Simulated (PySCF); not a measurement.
## State search for MgS⁺

Unrestricted PBE0; basis Mg jorge-DZP-DKH, S jorge-DZP-DKH; spin-free X2C with a Gaussian nucleus; PySCF 2.14. Outer shells of the fragments: Mg+ 3s1; S 3s2 3p4.

Followed along the bond (rough minima from three points):

```csv
2Ms+1,unpaired,⟨S²⟩ at the start,R at minimum (Å),Te (eV)
2,π ↑,0.77,2.28,0.00
4,"σ ↑, π ↑↑",3.75,none in the scan,≤ 1.07
2,"σ ↓, π ↑↑",1.75,none in the scan,≤ 1.16
```

Solutions found at the starting distance of 2.440 Å, counted from the lowest of them; the search is not exhaustive and high or unbound solutions are not listed, so other states can lie among these:

| 2Ms+1 | unpaired | term | E (eV) | ⟨S²⟩ | ⟨Lz²⟩ | μ (D) |
| --- | --- | --- | --- | --- | --- | --- |
| 2 | π ↑ | ²Π | 0.00 | 0.77 | 1.01 | -9.35 |
| 4 | σ ↑, π ↑↑ | ⁴Σ⁻ | 1.14 | 3.75 | 0.00 | -2.23 |
| 2 | σ ↓, π ↑↑ | mixed | 1.24 | 1.75 | 0.00 | -2.16 |
| 2 | σ ↑, π ↑↓ | mixed | 1.63 | 1.76 | 2.02 | -2.20 |
| 4 | σ ↑↑, π ↑ | ⁴Π | 2.32 | 3.75 | 1.01 | -2.81 |
| 2 | σ ↑ | mixed | 3.07 | 0.75 | 2.00 | -2.18 |

A term symbol is given only where ⟨S²⟩ and ⟨Lz²⟩ are close to those of a pure state; real π, δ and φ orbitals otherwise mix terms. A positive dipole points towards S; it is taken about the centre of mass and depends on that origin.

Counting both spins, an empty level lies below a filled one in some of these solutions, because spin and occupation are held.
